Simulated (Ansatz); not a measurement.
## Reading a saddle point

A first-order saddle point of CH$_{6}$Si, closed shell, PBE0-D4/def2-TZVP, with one imaginary mode of 1043i cm⁻¹:

```
8
angstrom
Si -1.0024 -0.1660 0.1031
C 0.6659 0.7093 0.3151
H -0.8566 -1.6813 0.3095
H -0.2832 -1.4920 -0.5962
H -1.5233 -0.0423 -1.2887
H 1.3027 0.1216 0.9803
H 0.5018 1.6745 0.7989
H 1.1952 0.8762 -0.6221
```

Computed with Ansatz 0.2.0 (basis: def2-TZVPP and def2-QZVPP); correlated methods freeze the cores. Extrapolation: Hartree–Fock as exp(−7.88 √X), correlation as X^−2.97.

Which contacts change along the imaginary mode, and what lies on either side? (A judgement: the text doesn't fix the answer.)

Computed: The step is CH₄Si ([CH3][SiH]) + H₂ → CH₆Si ([CH3][SiH3]), with the molecules in contact on both sides. Shortening one way: Si1–H3, Si1–H4; lengthening the same way: H3–H4.
```csv
pair,one side (Å),saddle (Å),other side (Å)
Si1–H3,1.79,1.54,1.49
Si1–H4,1.88,1.66,1.49
H3–H4,0.81,1.09,2.41
```

Which side is lower, and how far does the saddle lie above each? (To be estimated.)

The calculation gives: The side with Si1–H3, Si1–H4 short is lower by 2.514 eV; the saddle lies 2.774 eV above it and 0.260 eV above the other (CCSD(T) at an estimated basis limit (MP2 extrapolated from triple and quadruple zeta, plus CCSD(T) − MP2 in triple zeta); electronic energies).

No T1 diagnostic of these runs exceeds 0.013. The restricted Hartree–Fock reference is unstable towards an unrestricted one at one or more of these structures.

Losses and insertions of silylenes and their heavier kin drive the gas-phase chemistry of silicon and germanium vapour deposition.

Labels in which every atom is bracketed show which atoms are joined, not bond orders.

For scale, one of the runs: CCSD(T)/def2-TZVPP, 157 basis functions, launched by `ansatz run in.yaml --threads 2 --pin off --events-out ev --progress --plain --max-ram 4352MiB`. The run took 9.5 s on 2 CPU threads of an Arm Neoverse V1 (shared host), with 1 GiB of host memory at its peak.
